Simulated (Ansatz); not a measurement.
# AlO: the cost of one run

Computed with Ansatz 0.2.0, driven from Python. The levels of theory stand in the script.

### Step 1. The system

Bond lengths: Al1–O2 1.795 Å.

No structure file is read: the coordinates are typed or built in the script.

### Step 2. Script

The input, alo.py:

```python
"""AlO with and without the spin-free two-component Hamiltonian."""

import ansatz as az
import numpy as np

GEOMETRY = """
Al    0.00000    0.00000    0.00000
O     0.00000    0.00000    1.79500
"""

system = az.Crystal.molecule()
for line in GEOMETRY.strip().splitlines():
    symbol, *xyz = line.split()
    system = system.atom(symbol, [float(v) for v in xyz])

calculation = (
    system.calculation()
    .functional("pbe0")
    .spin("collinear", total=1)
    .forces()
)
# a set contracted for a scalar-relativistic Hamiltonian goes with the relativistic run
sets = {"none": "cc-pVTZ", "scalar": "cc-pVTZ-DK"}
found = {kind: calculation.basis(gaussian=basis).pseudopotentials(relativity=kind).run().report for kind, basis in sets.items()}
for kind, each in found.items():
    dipole = 4.803205 * np.linalg.norm(each["charge_distribution"]["dipole_moment_e_ang"])
    print(f"{kind:7s} E = {each['free_energy_ev']:.4f} eV  dipole {dipole:.3f} D  largest force component {np.abs(each['forces_ev_ang']).max():.4f} eV/A")
print(f"relativity lowers the total energy by {found['none']['free_energy_ev'] - found['scalar']['free_energy_ev']:.3f} eV")
```

### Step 3. Launch

The run is started by

```
$ python alo.py
```

Q: Estimate wall time and peak memory on 1 thread of Arm Neoverse V1, shared host.

About 6.2 s, with a peak of 0.21 GiB.
